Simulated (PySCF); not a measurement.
acetic acid cation (C2H4O2), SMILES CC(=O)O (connectivity only; charge and spin as stated), charge +1, multiplicity 2. Atoms are numbered in the order given.

```xyz
8

C      0.3179     1.3561     0.0000
C     -0.0543    -0.0905     0.0000
O      0.8545    -0.9963     0.0000
O     -1.2788    -0.3453     0.0000
H     -0.5613     2.0169     0.0000
H      0.9227     1.5226     0.9110
H      0.9227     1.5226    -0.9110
H      0.5282    -1.9233     0.0000
```
Charge +1, spin multiplicity 2.

Geometry: B3LYP-D3(BJ)/def2-SVP. The spin state was assumed, not searched. The values are those of a single conformer.

The numbers are results of PySCF 2.14.0 with TDA-PBE/def2-SVPD, not measurements.

Vertical excitations. 

### Question
Estimate the UV-visible absorptions. (An estimate is asked for; the answer gives what the named calculation found.)

### Answer

| state | energy (eV) | λ (nm) | f | main pairs |
|---|---|---|---|---|
| root 1 | 1.54 | 808 | 0.000 | β HOMO→LUMO 99 % |
| root 2 | 2.41 | 514 | 0.001 | β HOMO−1→LUMO 100 % |
| root 3 | 2.67 | 465 | 0.002 | β HOMO−2→LUMO 55 %, β HOMO−3→LUMO 44 % |
| root 4 | 2.98 | 416 | 0.032 | β HOMO−3→LUMO 54 %, β HOMO−2→LUMO 42 % |
| root 5 | 5.19 | 239 | 0.000 | β HOMO−5→LUMO 99 % |
| root 6 | 5.34 | 232 | 0.040 | β HOMO−4→LUMO 87 % |
| root 7 | 5.98 | 207 | 0.026 | β HOMO−6→LUMO 96 % |
| root 8 | 6.47 | 192 | 0.001 | α HOMO−1→LUMO 46 %, β HOMO→LUMO+1 53 % |
| root 9 | 7.08 | 175 | 0.002 | α HOMO→LUMO 97 % |
| root 10 | 7.39 | 168 | 0.000 | α HOMO−2→LUMO 46 %, β HOMO−1→LUMO+1 50 % |
Unrestricted roots are not spin-pure.
